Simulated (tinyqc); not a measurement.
Hueckel theory of the pi electrons, for the molecule [CH2-]N=CN (SMILES; centres numbered as the heavy atoms are written), step by step. Computed by tinyqc, a small Python program that keeps every step. Settings: charge = -1. Command: `OMP_NUM_THREADS=1 python tinyqc.py 24575 24576 out.jsonl` (the two numbers bound the seeds that draw the settings). One thread of a shared host (Intel(R) Xeon(R) Processor @ 2.60GHz), about 0.01 s of CPU time with the checks.

## The Hueckel matrix

Centres:

| centre | z_r, pi electrons of the neutral centre | h |
|---|---|---|
| 1C | 1 | 0.000000 |
| 2N | 1 | 0.500000 |
| 3C | 1 | 0.000000 |
| 4N | 2 | 1.500000 |

Bonds:

| i | j | k |
|---|---|---|
| 1 | 2 | 1 |
| 2 | 3 | 1.000000 |
| 3 | 4 | 0.800000 |

H_rr = alpha + h_r beta, H_rs = k_rs beta for bonded centres.

Hueckel matrix in units of beta (H = alpha + beta A):
```
          1C        2N        3C        4N
1C  0.000000  1.000000  0.000000  0.000000
2N  1.000000  0.500000  1.000000  0.000000
3C  0.000000  1.000000  0.000000  0.800000
4N  0.000000  0.000000  0.800000  1.500000
```

## Orbitals

pi electrons, sum of z_r less the charge = 6

Diagonalise; E = alpha + x beta with beta < 0, so the largest x are filled first; degenerate levels share their electrons. P = sum n_i c_ri c_si; each orbital has its largest coefficient positive (the first on a tie).

x values: 2.063289  1.377469  -0.178381  -1.262377

occupations: 2.000000  2.000000  2.000000  0.000000

coefficients:
```
         MO1        MO2        MO3        MO4
1C  0.222495   0.456559   0.710673  -0.486821
2N  0.459071   0.628896  -0.126771   0.614551
3C  0.495166   0.095278  -0.624674  -0.596251
4N  0.703250  -0.622067   0.297751   0.172678
```

charge and bond-order matrix P:
```
           1C         2N         3C         4N
1C   1.526011   0.598352  -0.580534   0.168126
2N   0.598352   1.244653   0.732853  -0.212238
3C  -0.580534   0.732853   1.288970   0.205918
4N   0.168126  -0.212238   0.205918   1.940365
```

## Energy, charges, bond orders

E = sum n x; q_r = z_r - P_rr; bond order p = P_rs; free valence = sqrt(3) - sum of p over the bonds of the atom.

pi energy = 6 alpha + this times beta = 6.524755

pi charges: 1C -0.526011, 2N -0.244653, 3C -0.288970, 4N 0.059635

Bond orders and lengths from R = 1.517 - 0.180 p (angstrom, C-C alone):

| bond | p | R |
|---|---|---|
| 1-2 | 0.598352 | - |
| 2-3 | 0.732853 | - |
| 3-4 | 0.205918 | - |

free valence of the carbons: 1C 1.133698, 3C 0.793279

gap between the highest filled and the next level = 1.083996 |beta|
